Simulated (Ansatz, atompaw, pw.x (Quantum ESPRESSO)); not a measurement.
From atom to crystal: PAW (atompaw) potential for calcium (Ca)

- Element: Ca (Z = 20)
- Generator: atompaw 4.2.0.5
- Type: PAW
- Functional: PBEsol
- Relativity: scalar-relativistic
- Frozen core: [Ne]
- Valence charge: 10
- Reference configuration: 3s2 3p6 3d0 4s1.75 4p0.25
- Partial waves: 3s (bound): rc 1.75 bohr; 4s (bound): rc 1.80 bohr; 3p (bound): rc 1.70 bohr; 4p (bound): rc 1.85 bohr; 3d (bound, empty): rc 1.95 bohr; 3d channel at 0.45 Ry: rc 1.95 bohr
- Local potential: troulliermartins scheme with l = 3 at 0 Ry, radius 1.95 bohr
- Core correction: smooth core density matched at 1.30 bohr
- Augmentation charge: sinc compensation charge, radius 1.80 bohr; PAW radius 1.95 bohr; waves and projectors: custom polynom vanderbiltortho

Atomic tests: cutoffs needed: 25 Ry and 45 Ry (the cutoffs (Ry, on a coarse ladder) from which the occupation-weighted sum of valence levels, in a spherical-Bessel basis at the reference potential, stays within 10 and 1 mRy of its value at 400 Ry); ghost test: no extra level below or beside the all-electron valence levels (s, p, d, f tested) (spherical-Bessel basis up to 400 Ry, 20 bohr box); lowest eigenvalue of the overlap operator: 0.50 (s channel).

Crystal test: bcc Ca in pw.x 7.5, no spin, 11³ k-points, Fermi–Dirac smearing 0.01 Ry, cutoffs 55/550 Ry. The reference is all-electron LAPW (Ansatz 0.2.0) with the same functional, mesh and smearing; V0 and B0 come from Birch–Murnaghan fits to the pressures at five volumes. Errors are pseudo minus all-electron; Δ is the rms difference of the E(V) curves that follow from these fits, minima aligned, over ±6 % about the mean V0. Mesh and smearing are coarse, so the numbers serve the comparison and aren't converged zero-temperature values; the lattice is a test structure that the element need not adopt.

All-electron: a0 = 4.328 Å (V0 = 40.55 Å³/atom), B0 = 17.7 GPa.

Q: How far does the potential miss the all-electron equation of state?

A: mean pressure error (GPa): -0.00; a0 (Å): 4.328; a0 error (%): -0.00; B0 error (%): +0.6; Δ (meV/atom): 0.0.

```tsv
V (Å³/atom)	P all-electron (GPa)	P pseudo (GPa)
38.538	0.97	0.97
39.552	0.46	0.45
40.566	-0.01	-0.01
41.580	-0.43	-0.43
42.594	-0.81	-0.82
```

Q: At the middle volume, how do free energy and pressure move when the wave cutoff is lowered (ecutrho held at 550 Ry)?

A:

| cutoff (Ry) | shift of F (meV/atom) | shift of P (GPa) |
| --- | --- | --- |
| 25 | +78.4 | -1.01 |
| 33 | +51.9 | -0.34 |
| 44 | +7.4 | -0.24 |

The 8 pw.x runs together took about 3.7 min on one core of a shared server CPU.
